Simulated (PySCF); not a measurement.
P2.
Structure used (PBE0-D3(BJ)/def2-TZVP), in Å, numbered top down from 1:
```
atom  x, y, z in Å
P1    -0.8583   -0.3653    0.0959
P2     0.8758    0.3365   -0.1080
```

The closed-shell ground state was solved at several levels (PySCF, density fitting, gas phase, non-relativistic). Geometry: PBE0-D3(BJ)/def2-TZVP; no solvent, vibrations or thermal averaging. The dipole stays under 0.02 D at every level.

| level | basis functions | total energy (Eh) | HOMO (eV) | LUMO (eV) | gap (eV) |
| --- | --- | --- | --- | --- | --- |
| PBE0/pcSseg-2 | 86 | -682.4582 | -8.17 | -2.61 | 5.56 |
| wB97X-D/aug-cc-pVTZ | 100 | -682.7005 | -9.94 | -0.92 | 9.02 |
| PBE0/aug-cc-pVTZ | 100 | -682.4565 | -8.17 | -2.61 | 5.56 |

Task: What might CAM-B3LYP/aug-cc-pVTZ (100 basis functions) give for the same quantities?

Result: Total energy -682.7267 Eh, HOMO -9.30 eV, LUMO -1.52 eV, gap 7.78 eV.

The pairwise dispersion term of wB97X-D wasn't added to the energies; at a given geometry it leaves orbitals and properties as they are.
